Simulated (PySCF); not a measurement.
# How exact exchange moves a shielding

Molecule: SMILES FCC(F)CF, C3H5F3.

Cartesian coordinates in Å; atom numbers follow the order of the lines, from 1:
```xyz
11

F     0.3270    1.7326   -0.8469
C    -0.4971    0.6478   -0.9874
C    -0.5188   -0.1732    0.2751
F    -1.1243    0.5314    1.2892
C     0.8652   -0.5581    0.7605
F     1.4659   -1.3486   -0.1835
H    -0.1311    0.0205   -1.8171
H    -1.5168    0.9994   -1.2163
H    -1.1086   -1.0875    0.0785
H     0.7853   -1.1091    1.7111
H     1.4650    0.3527    0.9154
```

GIAO shieldings (ppm, equivalent atoms averaged) in PySCF 2.14.0 with density-fitted response routines on the PBE0-D3(BJ)/def2-SVP geometry, basis pcSseg-2, gas phase, non-relativistic:

| functional | exact exchange (%) | σ(F4) | σ(F1/F6) | σ(C3) | σ(C2/C5) |
| --- | --- | --- | --- | --- | --- |
| BLYP | 0 | 387.4 | 422.8 | 77.1 | 89.5 |
| BP86 | 0 | 390.9 | 426.3 | 82.7 | 94.8 |
| PBE | 0 | 389.3 | 425.4 | 82.6 | 94.7 |
| B3LYP | 20 | 399.5 | 433.4 | 84.4 | 96.1 |
| mPW1PW91 | 25 | 404.1 | 437.4 | 90.6 | 101.7 |
| BHandHLYP | 50 | 414.3 | 446.0 | 93.8 | 104.5 |
| HF | 100 | 434.7 | 461.8 | 108.6 | 117.5 |

Task: Fit each shielding as a line in the percentage of exact exchange.

Result: σ(F4) = 390.1 + 0.46 x (rms 1.6 ppm); σ(F1/F6) = 425.7 + 0.37 x (rms 1.6 ppm); σ(C3) = 80.8 + 0.28 x (rms 2.2 ppm); σ(C2/C5) = 93.0 + 0.24 x (rms 2.0 ppm). The functionals also differ in their semilocal parts, which the line can't hold; Hartree–Fock has no correlation at all.

Task: What does the line predict for PBE0 (25 %), and what does the run give?

Result: σ(F4): 401.6 predicted, 403.7 computed; σ(F1/F6): 434.9 predicted, 437.7 computed; σ(C3): 87.8 predicted, 91.2 computed; σ(C2/C5): 99.0 predicted, 102.4 computed ppm.
